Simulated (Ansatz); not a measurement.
# C2H5N (aziridine): ladder of basis sets in Python

How does the energy of C2H5N (aziridine) converge with the basis? Wanted for C2H5N (aziridine): a ladder of basis sets. SMILES: C1CN1.

Program: Ansatz 0.2.0 through its Python package. The levels of theory stand in the script. These are calculated values, not measurements.

### Step 1. Starting point

Bond lengths: C1–C2 1.503 Å, C1–N3 1.459 Å, C2–N3 1.459 Å, C1–H4 1.082 Å, C1–H5 1.083 Å, C2–H6 1.083 Å, C2–H7 1.082 Å, N3–H8 1.022 Å. Angles (14 of 15 angles, heavy atoms first): C1–C2–N3 59.0°, C2–C1–N3 59.0°, C1–N3–C2 62.0°, C1–C2–H6 118.2°, C1–C2–H7 118.8°, N3–C2–H6 116.0°, N3–C2–H7 116.8°, C2–C1–H4 118.8°, C2–C1–H5 118.2°, N3–C1–H4 116.8°, N3–C1–H5 116.0°, C1–N3–H8 111.0°, C2–N3–H8 111.0°, H6–C2–H7 115.9°.

The script holds or builds the structure itself.

### Step 2. The code

File c2h5n.py:

```python
import warnings

import ansatz
from ase import Atoms

warnings.simplefilter("ignore", ansatz.DeckWarning)

atoms = Atoms(["C", "C", "N", "H", "H", "H", "H", "H"], positions=[
    (0.7938, -0.0677, 0.0252),
    (-0.66, -0.447, -0.0048),
    (-0.2018, 0.8185, -0.567),
    (1.2319, 0.2479, 0.9633),
    (1.4648, -0.5582, -0.6689),
    (-0.9787, -1.1956, -0.7193),
    (-1.2322, -0.3949, 0.9124),
    (-0.4178, 1.5969, 0.0589),
])
system = ansatz.Crystal.molecule_from_ase(atoms)

setup = system.calculation().correlation("mp2")

energies = {}
for basis in ["cc-pVDZ", "cc-pVTZ"]:
    rep = setup.basis(gaussian=basis).run().report
    size = rep["n_frozen"] + rep["n_occupied"][0] + rep["n_virtual"][0]
    energies[basis] = (rep["reference_energy_ev"] / 27.211386246, rep["free_energy_ev"] / 27.211386246)
    print(f"{basis:14s} {size:4d} orbitals  reference {energies[basis][0]:14.6f} Ha  total {energies[basis][1]:14.6f} Ha")

small, large = (energies[b][1] - energies[b][0] for b in ("cc-pVDZ", "cc-pVTZ"))
limit = (3 ** 3 * large - 2 ** 3 * small) / (3 ** 3 - 2 ** 3)
print(f"correlation energy: {small:.6f} and {large:.6f} Ha, extrapolated {limit:.6f} Ha")
print(f"share caught by the larger set: {100 * large / limit:.1f} %")
```

### Step 3. Running it

The run is started by

```bash
$ python c2h5n.py
```

**Question.** How far does the total energy move along this ladder of basis sets?

As calculated:

| quantity | value |
| --- | --- |
| extrapolated correlation energy | -0.594942 Ha |
| runs compared | 2 |
| correlation energy, last run | -15.007 eV |

What this shows: Against cc-pVDZ: cc-pVTZ -142.5 mHa. The last step alone is -142.49 mHa. Caveats:
- The drop along the ladder measures the basis error, and is no property of the molecule.
- The geometry is a force-field or estimated start, not a minimum of this method, and the last set is no limit. Much of the fall in a total is atomic energy, which cancels in bond and reaction energies.
- Inner cores stay frozen, so this is valence correlation.
- An extrapolation from small basis sets is rough.
